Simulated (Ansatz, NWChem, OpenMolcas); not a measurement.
A ladder of methods for BOF (fluoro(oxo)borane)

BOF: 3 atoms, total charge 0, spin state singlet. SMILES: `O=BF`. Geometry: relaxed at PBE0-D4/def2-TZVP.

```xyz
3

O     0.9831   -0.5651    0.4799
B     0.0203   -0.0116    0.0099
F    -1.0034    0.5768   -0.4898
```

Each level gives the energy change with the O1–B2 bond stretched from 1.206 to 2.653 Å (eV). The values are calculated.

```json
{"level": "HF/cc-pVTZ (restricted)", "kind": "Hartree–Fock", "program": "NWChem", "value (eV)": "8.27", "less CCSD(T)/cc-pVTZ": "-0.84"}
{"level": "BLYP/cc-pVTZ (restricted)", "kind": "GGA", "program": "Ansatz", "value (eV)": "9.06", "less CCSD(T)/cc-pVTZ": "-0.05"}
{"level": "revPBE/cc-pVTZ (restricted)", "kind": "GGA", "program": "Ansatz", "value (eV)": "9.16", "less CCSD(T)/cc-pVTZ": "+0.05"}
{"level": "r2SCAN/cc-pVTZ (restricted)", "kind": "meta-GGA", "program": "Ansatz", "value (eV)": "9.67", "less CCSD(T)/cc-pVTZ": "+0.56"}
{"level": "r2SCAN0/cc-pVTZ (restricted)", "kind": "hybrid meta-GGA", "program": "Ansatz", "value (eV)": "9.72", "less CCSD(T)/cc-pVTZ": "+0.61"}
{"level": "HSE06/cc-pVTZ (restricted)", "kind": "range-separated hybrid", "program": "Ansatz", "value (eV)": "9.59", "less CCSD(T)/cc-pVTZ": "+0.48"}
{"level": "B2PLYP/cc-pVTZ (restricted)", "kind": "double hybrid", "program": "Ansatz", "value (eV)": "9.59", "less CCSD(T)/cc-pVTZ": "+0.48"}
{"level": "RPA@PBE0/cc-pVTZ (restricted)", "kind": "RPA", "program": "Ansatz", "value (eV)": "8.94", "less CCSD(T)/cc-pVTZ": "-0.17"}
{"level": "BCCD(T)/cc-pVTZ (restricted)", "kind": "coupled cluster or CI", "program": "Ansatz", "value (eV)": "9.11", "less CCSD(T)/cc-pVTZ": "0.00"}
{"level": "CCSD(T)/cc-pVTZ (restricted)", "kind": "coupled cluster or CI", "program": "OpenMolcas", "value (eV)": "9.11", "less CCSD(T)/cc-pVTZ": "0.00"}
```

CCSD(T)/cc-pVTZ (restricted) is the highest level here, not the true value. At this stretch a single reference begins to fail. The first shape isn't each level's own minimum. The values span 8.27 to 9.72 eV.
